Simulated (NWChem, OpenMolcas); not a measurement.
## PH3 (phosphine): methods side by side

PH3: 4 atoms, total charge 0, spin state singlet. SMILES: `P`. The shape is that of a PBE0-D4/def2-TZVP optimisation.

Quantity: the dipole moment, in D. The values are calculated.

```tsv
level	kind	program	value (D)	CPU time
SVWN5/aug-cc-pVTZ	LDA	NWChem	0.68	29 s
PBE/aug-cc-pVTZ	GGA	OpenMolcas	0.63	47 s
revPBE/aug-cc-pVTZ	GGA	NWChem	0.63	31 s
r2SCAN/aug-cc-pVTZ	meta-GGA	NWChem	0.69	35 s
B3LYP/aug-cc-pVTZ	global hybrid	OpenMolcas	?	45 s
BHLYP/aug-cc-pVTZ	global hybrid	NWChem	?	37 s
PBE0/aug-cc-pVTZ	global hybrid	OpenMolcas	0.66	38 s
CAM-B3LYP/aug-cc-pVTZ	range-separated hybrid	NWChem	0.63	3 min
```

**Question.** Estimate the missing values from the other rows.

**Answer.** As computed at these levels: B3LYP/aug-cc-pVTZ: 0.58 D; BHLYP/aug-cc-pVTZ: 0.61 D. Measured: 0.58 D (NIST CCCBDB). Nearest: B3LYP/aug-cc-pVTZ (0.00 D); farthest: r2SCAN/aug-cc-pVTZ (+0.11 D). The measured dipole is a vibrational average, so differences of a few hundredths of a debye mean little. Computed less measured by kind, in D (aug-cc-pVTZ rows): LDA +0.10; GGA +0.05 to +0.05; meta-GGA +0.11; global hybrid +0.00 to +0.08; range-separated hybrid +0.05. Magnitudes only: a small dipole may point the other way at some levels. CPU times are rough (shared hosts, several kinds of processor): they show what a rung costs within a factor of a few.
